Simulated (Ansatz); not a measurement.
# Multireference treatment of C₃H₅P, singlet

Computed with Ansatz's Gaussian-basis code (development build). Basis cc-pVTZ on C/H, cc-pV(T+d)Z on P, nonrelativistic, no frozen core. State-specific CASSCF; RHF is the lowest restricted (open-shell) Hartree–Fock solution met. No symmetry is imposed, so a solution can break that of the shape. No proof that the lowest CASSCF solution was found.

Geometry:

```xyz
9

C     0.0000   -1.7052   -0.8290
P     0.0000   -0.0300   -0.8235
C     0.0000    0.3260    0.9525
C     0.0000    1.5889    1.4096
H     0.0000   -2.3201    0.0684
H     0.0000   -2.2377   -1.7761
H     0.0000   -0.5053    1.6578
H     0.0000    2.4387    0.7319
H     0.0000    1.8166    2.4715
```

Question: What do CASSCF and its corrections give against RHF in CAS(4,4), and what are the occupations?

Answer: CASSCF -1.463 eV, SC-NEVPT2 -21.505 eV; occupations 1.92, 1.87, 0.13, 0.07.

Question: Roughly how much CPU time does a whole run from the default start take (median of such runs, summed over threads; nearly all runs on one pinned thread of a shared server, mostly Xeon at 2.3 to 2.6 GHz, by a development driver)?

Answer: CAS(4,4): about 14 s. Other jobs ran beside these, and the count of passes differs.
